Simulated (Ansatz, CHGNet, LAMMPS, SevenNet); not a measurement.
# Ladder of methods for the elastic constant C12 of corundum (α-Al2O3)

Reference value: 163 GPa (measured, temperature not stated, not corrected to a static lattice; as tabulated in Oses et al. (2018), arXiv:1811.08464).

```json
[
 {"level (code)": "ionic model lewis1985c (shell model, LAMMPS)", "value (GPa)": "304", "cell (Å³/atom)": "8.50", "difference (%)": "+87"},
 {"level (code)": "ionic model matsui1994 (rigid ions, LAMMPS)", "value (GPa)": "183", "cell (Å³/atom)": "8.27", "difference (%)": "+12.3"},
 {"level (code)": "CHGNet 0.3.0 (CHGNet)", "value (GPa)": "160", "cell (Å³/atom)": "8.77", "difference (%)": "-1.8"},
 {"level (code)": "SevenNet-l3i5 (SevenNet)", "value (GPa)": "150", "cell (Å³/atom)": "8.75", "difference (%)": "-8.0"},
 {"level (code)": "LDA (Ansatz)", "value (GPa)": "165", "cell (Å³/atom)": "8.32", "difference (%)": "+1.2"},
 {"level (code)": "PBE (Ansatz)", "value (GPa)": "149", "cell (Å³/atom)": "8.76", "difference (%)": "-8.6"}
]
```

Leaving aside ionic model lewis1985c, ionic model matsui1994, which can be fitted to such values or carry a doubt: The reference's temperature isn't stated, so close values are not ranked against it.

The measured value isn't corrected to a static lattice, so vibrations enter the comparison.  Each level is taken at its own relaxed cell. Ansatz's density-functional and Hartree–Fock values are scalar-relativistic unless marked +SOC, with PAW data made under PBE.

Empirical potentials (ionic model lewis1985c, ionic model matsui1994) are fitted to chosen data, which need not cover the solid at hand: agreement can be built in, and what lay outside the fit can be far off. Machine-learned potentials (CHGNet 0.3.0, SevenNet-l3i5) are trained on DFT data, which may include these solids.

Differences are worked out from the printed values.

Ansatz is a program for electronic structure.
